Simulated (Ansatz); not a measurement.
A made-up structure of C₂H₅Al, singlet:

```xyz
8
angstrom
C -0.7400 0.2315 -0.4469
C 0.7585 0.4751 0.0071
Al -0.0291 -1.1175 0.6956
H -0.8722 0.0732 -1.5161
H -1.4508 0.9754 -0.0905
H 0.9096 1.3591 0.6245
H 0.3883 -1.5633 2.0875
H -0.0640 -2.4534 1.5272
```

It is relaxed with PBE-D4/def2-SVP and then PBE0-D4/def2-TZVP (Ansatz 0.2.0). Atoms count as bonded within 1.22 times the sum of their covalent radii (H–H: 0.88 Å). The end point is not checked to be a true minimum.

Q: Does its bonding change? (Judge from chemistry; the calculation decides.)

A: Computed: Yes. Formed: none; broken: C1–Al3.

Where it ends: The first stage lowers the energy by 4.78 eV in 14 steps. It ends as C₂H₅Al ([CH2][CH][AlH2]):
C1  (-0.747, 0.508, -0.618)
C2  (0.058, 0.413, 0.445)
Al3  (0.358, -1.315, 1.269)
H4  (-1.245, -0.363, -1.039)
H5  (-0.954, 1.451, -1.123)
H6  (0.514, 1.337, 0.799)
H7  (1.303, -1.491, 2.533)
H8  (-0.387, -2.560, 0.621)
(Å)

Labels in which every atom is bracketed show which atoms are joined, not bond orders.

For scale, one of the runs: PBE0-D4/def2-TZVP relaxation, 129 basis functions, launched by `ansatz run in.yaml --threads 2 --pin off --events-out ev --progress --plain --max-ram 4352MiB`. The run took about 13 s on 2 CPU threads of an Intel Xeon 6975P-C (shared host).
